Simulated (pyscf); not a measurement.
H₂S + SiH₄ -> H₂S + SiH₄ (four-centre exchange; singlet surface; H–S, H–Si broken, H–S, H–Si formed). Structures and frequencies: ωB97X-D3(BJ)/def2-SVP in PySCF. Correlated levels are frozen-core, on RHF or UHF. ΔMP2 is the change of the MP2 total energy from the triple- to the quadruple-zeta basis. Energies in kcal/mol from the separated reactants.

```json
[
 {"level": "ωB97X-D3(BJ)/def2-TZVP", "barrier": "75.7", "reaction energy": "0.0"},
 {"level": "PBE/def2-TZVP", "barrier": "57.8", "reaction energy": "0.0"},
 {"level": "PBE0-D3(BJ)/def2-TZVP", "barrier": "65.0", "reaction energy": "0.0"},
 {"level": "HF/def2-TZVP", "barrier": "[?]", "reaction energy": "0.0"},
 {"level": "MP2/def2-QZVPP", "barrier": "72.9", "reaction energy": "0.0"},
 {"level": "CCSD(T)/def2-TZVPP", "barrier": "75.9", "reaction energy": "0.0"},
 {"level": "CCSD(T)/def2-TZVPP + ΔMP2(QZVPP)", "barrier": "[?]", "reaction energy": "0.0"}
]
```

**Question.** Some entries are withheld; supply them.

**Answer.** 
- HF/def2-TZVP, barrier: 98.4
- CCSD(T)/def2-TZVPP + ΔMP2(QZVPP), barrier: 74.4

Of the functionals in the table, ωB97X-D3(BJ) is closest to CCSD(T)/def2-TZVPP + ΔMP2(QZVPP) in the barrier (1.3 kcal/mol apart) and PBE least close (16.6 kcal/mol); that level has limits of its own. The same reactants have a lower exit, to H₃Si–SH + H₂ (barrier +49.9 kcal/mol at ωB97M-D3(BJ), against +74.3 kcal/mol here). One saddle was located; it need not be the lowest between these sides. The CCSD(T) − MP2 part came from Ansatz, without density fitting, on the same reference.
